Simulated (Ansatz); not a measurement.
α-N2, treated with PBE-D3(BJ) (PAW; Ansatz, a first-principles code).

Settings: plane-wave cutoff 500 eV, 6×6×6 k mesh, gaussian smearing 0.02 eV, scalar-relativistic PAW data made under PBE.

Computed at the level's own relaxed cell.

Q: Predict the equilibrium volume per atom, lattice parameter a and band gap.

A: 
* **equilibrium volume per atom**: 22.60 Å³/atom
* **lattice parameter a**: 5.654 Å
* **band gap**: 7.40 eV (on the SCF k mesh)

Measured, for comparison: equilibrium volume per atom 22.47 Å³/atom (4 K, zero-point motion not removed; as tabulated in Wyckoff, Crystal Structures 1 (1963), as in the American Mineralogist Crystal …); lattice constant a 5.644 Å (4 K, zero-point motion not removed, our sources range from 5.644 to 5.667; as tabulated in Wyckoff, Crystal Structures 1 (1963), as in the American Mineralogist Crystal …). Computed (rounded) less measured: equilibrium volume per atom +0.6 %, lattice constant a +0.2 % (inside the range of the sources held).

Static lattice: no zero-point or thermal effects.
